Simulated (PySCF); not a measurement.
C5H9P.
Numbering: `[CH3:1][P:2]1[CH:3]=[CH:4][CH2:5][CH2:6]1`

Structure used (GFN2-xTB), in Å, numbered top down from 1:
```
atom  x, y, z in Å
C1     1.900    0.707   -0.147
P2     0.764    0.192    1.237
C3    -0.679    1.186    0.724
C4    -1.502    0.563   -0.106
C5    -1.134   -0.831   -0.507
C6    -0.022   -1.304    0.435
H7     1.390    0.681   -1.108
H8     2.758    0.037   -0.163
H9     2.252    1.718    0.047
H10   -0.821    2.190    1.090
H11   -2.397    1.007   -0.518
H12   -0.797   -0.827   -1.549
H13   -2.002   -1.492   -0.455
H14   -0.446   -1.908    1.241
H15    0.732   -1.911   -0.068
```

Definitions: NICS(0) = −σiso at the ring centroid; NICS(1) = −σiso and NICS(1)zz = −σzz at ±1 Å along the ring normal z. Level: GIAO PBE0/pcSseg-1 (PySCF, non-relativistic, gas phase) on the GFN2-xTB geometry, one conformer.

Ring bond lengths (Å), with Mayer bond orders in brackets: P2–C3 1.826 (0.96), C3–C4 1.325 (1.87), C4–C5 1.496 (1.04), C5–C6 1.533 (1.00), C6–P2 1.871 (0.96).

Q: What do the NICS probes read (ppm)?

A: 
| ring | type | NICS(0) | NICS(1), two faces | NICS(1)zz, two faces | rms pucker (Å) | centre to ring atoms, mean (Å) |
| --- | --- | --- | --- | --- | --- | --- |
| P2–C3–C4–C5–C6 | 5-membered ring with P; formal bonds 1 double, 4 single | -3.1 | -4.2 / -2.5 | -5.5 / -3.5 | 0.09 | 1.36 |

Q: What can be read from them?

A: 
- P2–C3–C4–C5–C6: mean NICS(1)zz -4.5 ppm, shielded. C5, C6 have four or more neighbours; no verdict on aromaticity is drawn.

Q: What field does 11.7 T along the ring normal induce along that normal at the second NICS(1) probe listed for ring P2–C3–C4–C5–C6, 1 Å off the ring?

A: NICSzz × B0 = -3.5 ppm × 11.7 T = -41 μT, against the applied field.
